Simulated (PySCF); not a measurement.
**Computed spin Hamiltonian**

C₆H₆ (charge +1 and doublet state).
Z-matrix (Å and degrees, GFN2-xTB geometry), rows numbered from 1:
```
C 
C   1  1.3436
C   2  1.4366  1  135.39
C   3  1.4074  2   92.40  1  -179.55
C   4  1.4366  3   92.41  2    -0.20
C   5  1.3435  2  137.06  1    -0.35
H   1  1.0789  2  121.75  3   178.53
H   1  1.0796  2  120.87  3    -1.81
H   3  1.0762  2  133.75  1    -0.36
H   4  1.0762  3  133.83  2   178.89
H   6  1.0795  5  120.88  2  -178.27
H   6  1.0787  5  121.78  2     1.28
```

The hyperfine couplings belong to this conformer and change with its torsions.

As a line formula: `C=C1C=C[C]1[CH2+]` [radical] (charge +1).

Level of theory: UKS B3LYP, pcH-1 on C H, non-relativistic, mean-field spin-orbit, GIAO (PySCF). Isolated species at its GFN2-xTB geometry (one conformer only). GFN2-xTB frequencies show an imaginary mode (83i cm⁻¹), so this geometry is no minimum at that level. A GFN2-xTB geometry isn't a minimum of the functional, and hyperfine couplings can be far from their values at a DFT geometry, by a factor of two or more for some ions and for spin on atoms past the first row. No stability test was run, so a lower SCF solution isn't excluded.

| Property | Result |
| --- | --- |
| g1, g2, g3 | 2.00219, 2.00227, 2.00329 |
| g_iso | 2.00258 |
| Form of g | close to axial: the two nearest values differ by 7 % of g3 − g1 |
| ⟨S²⟩ | 0.7605 (exact 0.7500) |
| HOMO–LUMO gap, α and β orbitals | 4.84, 2.02 eV |
| Total energy | -231.85293 Eh |
| Basis functions | 210 |

Isotropic coupling and dipolar principal values T1 to T3, in MHz; ρ(0) is the spin density at the nucleus:

| atom | isotope | a_iso | T1 | T2 | T3 | Mulliken spin population | ρ(0) (bohr⁻³) |
| --- | --- | --- | --- | --- | --- | --- | --- |
| C1 | 13C | 19.0 | -21.9 | -21.2 | 43.2 | 0.28 | 0.0169 |
| C2 | 13C | -15.6 | -2.9 | 1.0 | 1.9 | -0.02 | -0.0139 |
| C3 | 13C | 16.7 | -24.1 | -22.3 | 46.4 | 0.28 | 0.0148 |
| C4 | 13C | 16.7 | -24.1 | -22.3 | 46.4 | 0.28 | 0.0148 |
| C5 | 13C | -15.6 | -2.9 | 1.0 | 1.9 | -0.02 | -0.0139 |
| C6 | 13C | 18.9 | -21.9 | -21.2 | 43.1 | 0.28 | 0.0168 |
| H7 | 1H | -18.4 | -9.3 | -2.1 | 11.4 | -0.01 | -0.0041 |
| H8 | 1H | -17.6 | -9.6 | -2.2 | 11.8 | -0.01 | -0.0039 |
| H9 | 1H | -20.0 | -11.2 | -2.8 | 14.0 | -0.01 | -0.0045 |
| H10 | 1H | -20.0 | -11.2 | -2.8 | 14.0 | -0.01 | -0.0045 |
| H11 | 1H | -17.6 | -9.5 | -2.2 | 11.7 | -0.01 | -0.0039 |
| H12 | 1H | -18.3 | -9.3 | -2.1 | 11.4 | -0.01 | -0.0041 |

The Mulliken spin populations are largest on C1 (+0.28), C6 (+0.28), C3 (+0.28) and C4 (+0.28). Four atoms exceed +0.15.

The SMILES `C=C1C=C[C]1[CH2+]` draws the unpaired electron on C5, whose computed spin population is only -0.02.

Axes: g1 is normal to the molecular plane, g2 points within 6° of the C2–C3 bond and g3 points within 1° of the C3–C4 bond.

Under fast tumbling the dipolar parts average out, and these isotropic splittings remain: 2 × 1H (H9/H10, I = 1/2, 3 lines) with 0.71 mT, 2 × 1H (H7/H12, I = 1/2, 3 lines) with 0.66 mT and 2 × 1H (H8/H11, I = 1/2, 3 lines) with 0.63 mT.

H11 and H12 aren't averaged: C6 is flat or nearly so (angle sum 360°), and its turn about the short C6–C5 bond (1.34 Å) is taken as slow.

The 13C coupling of C1/C6 (mean 19.0 MHz) shows only in satellite lines or after enrichment, since that isotope makes up about 1.07 % of natural carbon.

β density exceeds α density at some nuclei, such as C2/C5 (-0.0139), H9/H10 (-0.0045) and H7/H12 (-0.0041), spin density in bohr⁻³. In a single determinant that takes different orbitals for the two spins, that is spin polarisation.
